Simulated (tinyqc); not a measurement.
Worked calculation (part 2 of 2): coupled-perturbed Hartree-Fock on RHF in the sto-3g basis, for CH3-, spin multiplicity 1. The basis has no diffuse functions, so it cannot describe the extra electron: this is an exercise in the method, not the real anion. Computed by tinyqc, a small Python program that keeps every step (integrals from PySCF). Command: `OMP_NUM_THREADS=1 python tinyqc.py 24854 24855 out.jsonl` (the two numbers bound the seeds that draw the settings). One thread of a shared host (Intel(R) Xeon(R) Processor @ 2.60GHz), about 0.2 s of CPU time with the checks.

Geometry (angstrom):
```
atom          x          y         z
C      0.000000   0.000000  0.119000
H      1.083000   0.000000  0.000000
H     -0.542000   0.938000  0.000000
H     -0.542000  -0.938000  0.000000
```

## Integrals over molecular orbitals

coefficients C:
```
              MO1        MO2        MO3        MO4        MO5        MO6        MO7        MO8
1C 1s    0.991954  -0.209144   0.000001   0.000000  -0.036391  -0.242388   0.000000  -0.000060
1C 2s    0.036511   0.561530  -0.000048   0.000000   0.168820   1.457188   0.000000   0.000559
1C 2px   0.000000   0.000063   0.450014   0.000000   0.000019  -0.000337   0.000000   1.186609
1C 2py   0.000000   0.000000   0.000000   0.450039   0.000000   0.000000   1.186171   0.000000
1C 2pz  -0.002018  -0.038257  -0.000011   0.000000   0.986988  -0.196520   0.000000  -0.000088
2H 1s   -0.007325   0.266526   0.581069   0.000000  -0.041076  -0.731045   0.000000  -0.958759
3H 1s   -0.007323   0.266344  -0.290670   0.503385  -0.041058  -0.731039  -0.829786   0.479081
4H 1s   -0.007323   0.266344  -0.290670  -0.503385  -0.041058  -0.731039   0.829786   0.479081
```

core Hamiltonian H = T + V (hartree), lower triangle:
```
             1C 1s      1C 2s     1C 2px     1C 2py     1C 2pz      2H 1s      3H 1s      4H 1s
1C 1s   -19.218420
1C 2s    -4.639933  -6.133291
1C 2px    0.000000   0.000032  -5.147527
1C 2py    0.000000   0.000000   0.000000  -5.147301
1C 2pz    0.005551   0.056696   0.000004   0.000000  -4.963275
2H 1s    -1.174705  -2.652277  -2.159729   0.000000   0.251091  -3.881475
3H 1s    -1.173803  -2.651059   1.080231  -1.869419   0.250941  -0.759335  -3.880737
4H 1s    -1.173803  -2.651059   1.080231   1.869419   0.250941  -0.759335  -0.759535  -3.880737
```

Given earlier and not repeated: Two-electron integrals (ij|kl) in chemists' order.

(pq|rs) = sum C_ip C_jq C_kr C_ls (ij|kl), one index at a time.

one-electron integrals over orbitals h = C^T H C (hartree), lower triangle:
```
            1          2          3          4          5          6          7          8
1  -19.200147
2    0.362083  -4.846730
3   -0.000002  -0.000104  -4.318778
4    0.000000   0.000000   0.000000  -4.318327
5    0.056492  -0.045768   0.000021   0.000000  -4.948286
6    0.385760  -0.990899   0.000522   0.000000   0.104040  -3.840598
7    0.000000   0.000000   0.000000  -0.976529   0.000000   0.000000  -4.180397
8    0.000102  -0.000262  -0.976675   0.000000   0.000031   0.000184   0.000000  -4.180294
```

Two-electron integrals over orbitals (pq|rs), unique and non-zero (hartree):
```
(11|11) 3.500889    (21|11) -0.279483   (21|21) 0.034834    (22|11) 0.680305
(22|21) -0.007895   (22|22) 0.494082    (31|11) 2.74e-06    (31|21) 6.15e-07
(31|22) 3.15e-06    (31|31) 0.006110    (32|11) 0.000035    (32|21) 1.42e-06
(32|22) 0.000052    (32|31) 0.011128    (32|32) 0.124936    (33|11) 0.583576
(33|21) -0.002815   (33|22) 0.475253    (33|31) 0.003462    (33|32) 0.068240
(33|33) 0.526623    (41|41) 0.006110    (42|41) 0.011123    (42|42) 0.124851
(43|41) -0.003465   (43|42) -0.068288   (43|43) 0.054196    (44|11) 0.583512
(44|21) -0.002815   (44|22) 0.475173    (44|31) -0.003467   (44|32) -0.068293
(44|33) 0.418379    (44|44) 0.526655    (51|11) -0.047286   (51|21) 0.004927
(51|22) -0.004466   (51|31) -1.86e-07   (51|32) -2.89e-07   (51|33) -0.001763
(51|44) -0.001763   (51|51) 0.022453    (52|11) 0.019470    (52|21) -0.002136
(52|22) -0.008475   (52|31) -3.31e-08   (52|32) -6.94e-07   (52|33) -0.003875
(52|44) -0.003873   (52|51) 0.021994    (52|52) 0.081546    (53|11) -0.000006
(53|21) 2.31e-07    (53|22) -2.59e-06   (53|31) 0.000760    (53|32) -0.002352
(53|33) -0.003076   (53|44) 0.003076    (53|51) -6.94e-07   (53|52) -6.06e-07
(53|53) 0.018812    (54|41) 0.000761    (54|42) -0.002348   (54|43) 0.003077
(54|54) 0.018807    (55|11) 0.849928    (55|21) -0.009600   (55|22) 0.522963
(55|31) -1.73e-07   (55|32) 0.000020    (55|33) 0.472789    (55|44) 0.472747
(55|51) 0.006164    (55|52) 0.031026    (55|53) -4.80e-06   (55|55) 0.676890
(61|11) -0.317786   (61|21) 0.040419    (61|22) -0.008221   (61|31) -4.38e-06
(61|32) -0.000007   (61|33) -0.002798   (61|44) -0.002793   (61|51) 0.003079
(61|52) -0.004896   (61|53) -2.93e-07   (61|55) -0.009743   (61|61) 0.047298
(62|11) 0.267585    (62|21) -0.008972   (62|22) 0.068918    (62|31) -3.22e-06
(62|32) -0.000019   (62|33) 0.035460    (62|44) 0.035479    (62|51) -0.005199
(62|52) -0.005077   (62|53) -1.64e-06   (62|55) 0.133000    (62|61) -0.009194
(62|62) 0.080853    (63|11) -0.000119   (63|21) 2.32e-06    (63|22) -0.000061
(63|31) 0.003431    (63|32) -0.044296   (63|33) -0.043655   (63|44) 0.043630
(63|51) 1.82e-07    (63|52) -2.59e-06   (63|53) 0.004059    (63|55) -0.000068
(63|61) -9.09e-08   (63|62) -0.000027   (63|63) 0.062741    (64|41) 0.003434
(64|42) -0.044261   (64|43) 0.043666    (64|54) 0.004060    (64|64) 0.062752
(65|11) -0.021562   (65|21) -0.001320   (65|22) -0.016382   (65|31) -7.73e-07
(65|32) -4.27e-06   (65|33) -0.006632   (65|44) -0.006628   (65|51) 0.022972
(65|52) 0.069208    (65|53) -0.000010   (65|55) 0.004489    (65|61) -0.004294
(65|62) -0.018820   (65|63) 2.82e-06    (65|65) 0.068005    (66|11) 0.696778
(66|21) -0.010922   (66|22) 0.480580    (66|31) -0.000007   (66|32) -0.000034
(66|33) 0.467454    (66|44) 0.467467    (66|51) -0.009640   (66|52) -0.021645
(66|53) -3.36e-07   (66|55) 0.505122    (66|61) -0.010562   (66|62) 0.055417
(66|63) -0.000029   (66|65) -0.027349   (66|66) 0.491729    (71|41) 0.012160
(71|42) 0.019671    (71|43) -0.005581   (71|54) 0.001569    (71|64) 0.006507
(71|71) 0.024393    (72|41) 0.008666    (72|42) 0.010514    (72|43) 0.019024
(72|54) 0.006370    (72|64) 0.043611    (72|71) 0.016070    (72|72) 0.052623
(73|41) 0.002255    (73|42) 0.048065    (73|43) -0.023585   (73|54) -0.002633
(73|64) -0.030723   (73|71) 0.004514    (73|72) -0.005113   (73|73) 0.034396
(74|11) 0.239570    (74|21) -0.004893   (74|22) 0.066815    (74|31) 0.002256
(74|32) 0.048088    (74|33) 0.062420    (74|44) 0.015291    (74|51) 0.000198
(74|52) 0.011444    (74|53) -0.002635   (74|55) 0.120567    (74|61) -0.005181
(74|62) 0.074351    (74|63) -0.030749   (74|65) -0.003087   (74|66) 0.045424
(74|74) 0.110257    (75|41) 0.002245    (75|42) 0.015216    (75|43) -0.007064
(75|54) 0.018418    (75|64) -0.004295   (75|71) 0.004319    (75|72) 0.005512
(75|73) 0.005589    (75|75) 0.026897    (76|41) 0.012105    (76|42) 0.108232
(76|43) -0.058793   (76|54) -0.002826   (76|64) -0.041388   (76|71) 0.022360
(76|72) 0.008092    (76|73) 0.047594    (76|75) 0.013310    (76|76) 0.107658
(77|11) 0.791341    (77|21) -0.009800   (77|22) 0.509092    (77|31) 0.000978
(77|32) -0.024205   (77|33) 0.458943    (77|44) 0.523679    (77|51) -0.001046
(77|52) 0.006377    (77|53) 0.003380    (77|55) 0.547020    (77|61) -0.010007
(77|62) 0.078856    (77|63) 0.034137    (77|65) -0.004566   (77|66) 0.504650
(77|74) 0.076361    (77|77) 0.586874    (81|11) -0.000081   (81|21) 0.000012
(81|22) 3.52e-06    (81|31) 0.012163    (81|32) 0.019682    (81|33) 0.005575
(81|44) -0.005585   (81|51) 5.87e-07    (81|52) -1.19e-06   (81|53) 0.001569
(81|55) -2.24e-06   (81|61) 4.14e-06    (81|62) -0.000008   (81|63) 0.006503
(81|65) -2.56e-06   (81|66) -0.000016   (81|74) 0.004514    (81|77) 0.002548
(81|81) 0.024406    (82|11) 0.000086    (82|21) -1.66e-06   (82|22) 0.000013
(82|31) 0.008665    (82|32) 0.010487    (82|33) -0.019016   (82|44) 0.019025
(82|51) -1.24e-06   (82|52) 1.82e-06    (82|53) 0.006372    (82|55) 0.000038
(82|61) -0.000008   (82|62) 0.000026    (82|63) 0.043612    (82|65) -0.000007
(82|66) -0.000008   (82|74) -0.005095   (82|77) 0.027797    (82|81) 0.016071
(82|82) 0.052616    (83|11) 0.239603    (83|21) -0.004895   (83|22) 0.066793
(83|31) -0.002254   (83|32) -0.048056   (83|33) 0.015354    (83|44) 0.062442
(83|51) 0.000199    (83|52) 0.011448    (83|53) 0.002630    (83|55) 0.120573
(83|61) -0.005180   (83|62) 0.074366    (83|63) 0.030672    (83|65) -0.003083
(83|66) 0.045462    (83|74) 0.045258    (83|77) 0.088543    (83|81) -0.004514
(83|82) 0.005152    (83|83) 0.110243    (84|41) 0.002255    (84|42) 0.048039
(84|43) -0.023567   (84|54) -0.002632   (84|64) -0.030701   (84|71) 0.004514
(84|72) -0.005103   (84|73) 0.030601    (84|75) 0.005587    (84|76) 0.047573
(84|84) 0.034367    (85|11) -0.000006   (85|21) 7.03e-08    (85|22) 8.82e-07
(85|31) 0.002246    (85|32) 0.015226    (85|33) 0.007056    (85|44) -0.007067
(85|51) 0.000006    (85|52) 0.000020    (85|53) 0.018420    (85|55) 1.96e-06
(85|61) -2.50e-06   (85|62) -0.000009   (85|63) -0.004299   (85|65) 0.000009
(85|66) -0.000013   (85|74) 0.005590    (85|77) -0.000887   (85|81) 0.004321
(85|82) 0.005510    (85|83) -0.005591   (85|85) 0.026899    (86|11) -0.000035
(86|21) 2.30e-06    (86|22) 0.000029    (86|31) 0.012107    (86|32) 0.108270
(86|33) 0.058709    (86|44) -0.058781   (86|51) -2.46e-06   (86|52) -0.000010
(86|53) -0.002827   (86|55) -0.000010   (86|61) -0.000007   (86|62) -0.000032
(86|63) -0.041396   (86|65) -0.000009   (86|66) -0.000045   (86|74) 0.047588
(86|77) -0.021745   (86|81) 0.022367    (86|82) 0.008074    (86|83) -0.047598
(86|85) 0.013316    (86|86) 0.107666    (87|41) 0.000982    (87|42) -0.024185
(87|43) 0.032391    (87|54) 0.003381    (87|64) 0.034178    (87|71) 0.002558
(87|72) 0.027784    (87|73) -0.006084   (87|75) -0.000882   (87|76) -0.021721
(87|84) -0.006072   (87|87) 0.034398    (88|11) 0.791458    (88|21) -0.009804
(88|22) 0.509138    (88|31) -0.000973   (88|32) 0.024282    (88|33) 0.523743
(88|44) 0.458891    (88|51) -0.001046   (88|52) 0.006379    (88|53) -0.003386
(88|55) 0.547059    (88|61) -0.010011   (88|62) 0.078853    (88|63) -0.034251
(88|65) -0.004564   (88|66) 0.504671    (88|74) 0.088563    (88|77) 0.518094
(88|81) -0.002544   (88|82) -0.027754   (88|83) 0.076364    (88|85) 0.000891
(88|86) 0.021767    (88|88) 0.586965
```

## Response to a field: uncoupled start

orbital energies (hartree): MO1 -10.374121, MO2 -0.411427, MO3 -0.096217, MO4 -0.096014, MO5 0.223839, MO6 1.072554, MO7 1.231186, MO8 1.231754

dipole integrals <a|z|i> (bohr):
```
           i1        i2         i3        i4        i5
a6  -0.015546  0.011278  -0.000051  0.000000  0.397810
a7   0.000000  0.000000   0.000000  0.139831  0.000000
a8  -0.000006  0.000012   0.139878  0.000000  0.000105
```

Field along z; U_ai = -mu_ai / (e_a - e_i), alpha = -4 sum U_ai mu_ai.

uncoupled U:
```
          i1         i2         i3         i4         i5
a6  0.001358  -0.007600   0.000044   0.000000  -0.468721
a7  0.000000   0.000000   0.000000  -0.105358   0.000000
a8  0.000001  -0.000007  -0.105332   0.000000  -0.000104
```

uncoupled polarisability = 0.864138 bohr^3

## Coupled step 1

U_ai = -(mu_ai + sum_bj [4 (ai|bj) - (ab|ij) - (aj|bi)] U_bj) / (e_a - e_i); alpha = -4 sum U_ai mu_ai.

U after step 1:
```
          i1         i2         i3         i4         i5
a6  0.000556   0.000868   0.000040   0.000000  -0.636615
a7  0.000000   0.000000   0.000000  -0.112273   0.000000
a8  0.000000  -0.000006  -0.112243   0.000000  -0.000134
```

polarisability = 1.138601 bohr^3

## Coupled step 2

As before.

U after step 2:
```
          i1         i2         i3         i4         i5
a6  0.000435  -0.000365   0.000040   0.000000  -0.695921
a7  0.000000   0.000000   0.000000  -0.114277   0.000000
a8  0.000000  -0.000006  -0.114244   0.000000  -0.000142
```

polarisability = 1.235260 bohr^3

## Coupled polarisability

Repeat until U stops changing; compare with -d2E/dF2.

Course of the coupled iterations:
```
step  alpha (bohr^3)
0           0.864138
1           1.138601
2           1.235260
3           1.269152
4           1.281145
5           1.285410
6           1.286933
7           1.287478
8           1.287674
9           1.287744
10          1.287769
11          1.287778
12          1.287782
13          1.287783
14          1.287783
15          1.287783
16          1.287783
17          1.287783
18          1.287783
```

coupled polarisability = 1.287783 bohr^3

finite-field check, fields of +/-0.001 au = 1.287784 bohr^3
